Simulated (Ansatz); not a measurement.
Level of theory: Ansatz (a program for electronic structure) with B3LYP-D3(BJ)/def2-TZVP. No frequencies were computed at this level.

Ansatz 0.2 input:
```yaml
crystal:
  periodic: [false, false, false]
  atoms:
    - { symbol: C, position_ang: [2.225084, 0.008661, -0.13527] }
    - { symbol: C, position_ang: [1.07097, -0.287545, -0.027721] }
    - { symbol: C, position_ang: [-0.332267, -0.620806, 0.114878] }
    - { symbol: C, position_ang: [-1.115186, 0.536693, 0.735386] }
    - { symbol: H, position_ang: [3.237697, 0.263927, -0.232359] }
    - { symbol: H, position_ang: [-0.421202, -1.511172, 0.744726] }
    - { symbol: H, position_ang: [-0.739997, -0.860124, -0.871953] }
    - { symbol: H, position_ang: [-0.721366, 0.776048, 1.720791] }
    - { symbol: H, position_ang: [-2.165182, 0.26997, 0.834861] }
    - { symbol: H, position_ang: [-1.038537, 1.424353, 0.111218] }
basis:
  gaussian: { orbitals: def2-tzvp }
hamiltonian:
  xc: b3lyp
  dispersion: d3bj
relax:
  max_steps: 150
```

Output:

```
Functional definition: B3LYP
984 factors; their error is unknown
mean field evaluation 1: about -4235.9002 eV, gradient 6.5e1 eV
mean field evaluation 2: about -4231.8250 eV, gradient 7.4e1 eV
mean field evaluation 4: about -4245.7166 eV, gradient 8.4e0 eV
mean field evaluation 8: about -4245.8754 eV, gradient 6.4e-2 eV
mean field evaluation 16: about -4245.8596 eV, gradient 7.1e-5 eV
mean field -4245.85955641 eV, -156.0324607509 hartree, gradient 1.2e-5 eV, S^2 0.000000; 0 other end points of the search recorded, 0 dependent functions left out
reference -4245.85981771 eV, -156.0324703536 hartree; 15, 15 occupied and 145, 145 virtual orbitals, 984 factors
relax step   1: F+E_penalty+E_count = -4246.13891529 eV  Δ(F+E_penalty+E_count) = +0.000e0 eV  max|allowed force component| = 5.241e-1 eV/Å  Δτ_max = 0.0000 Å  (29 SCF iters, accepted)
these checks for a lower state are left out or cut short: starts, cluster_reference, orbital_swaps, neighbouring_geometries, increment
984 factors; their error is unknown
mean field -4245.87296881 eV, -156.0329536477 hartree, gradient 1.8e-5 eV, S^2 0.000000; 0 other end points of the search recorded, 0 dependent functions left out
reference -4245.87323086 eV, -156.0329632778 hartree; 15, 15 occupied and 145, 145 virtual orbitals, 984 factors
relax step   2: F+E_penalty+E_count = -4246.15046520 eV  Δ(F+E_penalty+E_count) = -1.155e-2 eV  max|allowed force component| = 1.214e-1 eV/Å  Δτ_max = 0.0373 Å  (31 SCF iters, accepted)
these checks for a lower state are left out or cut short: starts, cluster_reference, orbital_swaps, neighbouring_geometries, increment
984 factors; their error is unknown
mean field evaluation 32: about -4245.8738 eV, gradient 1.8e-5 eV
mean field -4245.87377755 eV, -156.0329833682 hartree, gradient 1.8e-5 eV, S^2 0.000000; 0 other end points of the search recorded, 0 dependent functions left out
reference -4245.87403970 eV, -156.0329930021 hartree; 15, 15 occupied and 145, 145 virtual orbitals, 984 factors
relax step   3: F+E_penalty+E_count = -4246.15094460 eV  Δ(F+E_penalty+E_count) = -4.794e-4 eV  max|allowed force component| = 1.244e-2 eV/Å  Δτ_max = 0.0075 Å  (33 SCF iters, accepted)
these checks for a lower state are left out or cut short: starts, cluster_reference, orbital_swaps, neighbouring_geometries, increment
984 factors; their error is unknown
mean field -4245.87380640 eV, -156.0329844285 hartree, gradient 1.8e-5 eV, S^2 0.000000; 0 other end points of the search recorded, 0 dependent functions left out
reference -4245.87406856 eV, -156.0329940626 hartree; 15, 15 occupied and 145, 145 virtual orbitals, 984 factors
relax step   4: F+E_penalty+E_count = -4246.15095147 eV  Δ(F+E_penalty+E_count) = -6.868e-6 eV  max|allowed force component| = 5.512e-3 eV/Å  Δτ_max = 0.0008 Å  (32 SCF iters, accepted)
984 factors; their error is unknown
mean field evaluation 64: about -4245.8738 eV, gradient 1.2e-5 eV
mean field -4245.87380640 eV, -156.0329844285 hartree, gradient 1.8e-5 eV, S^2 0.000000; 1 other end points of the search recorded, 0 dependent functions left out
reference -4245.87406856 eV, -156.0329940626 hartree; 15, 15 occupied and 145, 145 virtual orbitals, 984 factors
Total energy: -4246.15121362 eV, -156.0431789560 hartree
Atom 0 at     2.250073    -0.002211    -0.144610 Å, force    -0.000853     0.002901    -0.000293 eV/Å
Atom 1 at     1.090066    -0.288740    -0.031831 Å, force     0.003486    -0.000032     0.000719 eV/Å
Atom 2 at    -0.324055    -0.607386     0.118635 Å, force    -0.005512    -0.000755     0.000412 eV/Å
Atom 3 at    -1.131795     0.539811     0.739908 Å, force     0.002231    -0.000372    -0.000588 eV/Å
Atom 4 at     3.277292     0.247027    -0.246933 Å, force    -0.000584    -0.002228    -0.000186 eV/Å
Atom 5 at    -0.422516    -1.505562     0.735313 Å, force     0.001076     0.000303     0.000112 eV/Å
Atom 6 at    -0.737398    -0.862450    -0.861567 Å, force     0.001066     0.000458    -0.000251 eV/Å
Atom 7 at    -0.751491     0.787109     1.731232 Å, force    -0.000586     0.000016    -0.000235 eV/Å
Atom 8 at    -2.181319     0.256982     0.832905 Å, force     0.000154    -0.000062    -0.000046 eV/Å
Atom 9 at    -1.068843     1.435426     0.121505 Å, force    -0.000477    -0.000227     0.000356 eV/Å
Dipole moment:    -0.169154    -0.020257     0.025127 e Å
```

Cost: roughly 30 core-seconds.
